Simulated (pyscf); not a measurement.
Optimised with ωB97X-D3(BJ)/def2-SVP in PySCF.

Problem. For the elementary gas-phase step HB=O (SMILES B=O) + SiH₄ (SMILES [SiH4]) → H₂B–O–SiH₃ (SMILES BO[SiH3]) (singlet surface; H–Si broken, B–H, O–Si formed), what barrier and reaction energy does M06-2X/def2-TZVP give, measured from the separated reactants?

Solution. ΔE‡ = 67.5 kJ/mol, ΔE = -142.0 kJ/mol. CCSD(T)/def2-TZVPP + ΔMP2(QZVPP) gives 78.8 kJ/mol and -121.3 kJ/mol. Zero-point energy shifts the barrier by +8.9 kJ/mol. It is an addition across a multiple bond or ene-type step, with an imaginary mode of 401i cm⁻¹. At the saddle there is also a short B–Si contact that neither side keeps. This is the saddle that the search found; another between the same sides may lie lower. The CCSD(T) − MP2 part came from Ansatz, without density fitting, on the same reference.
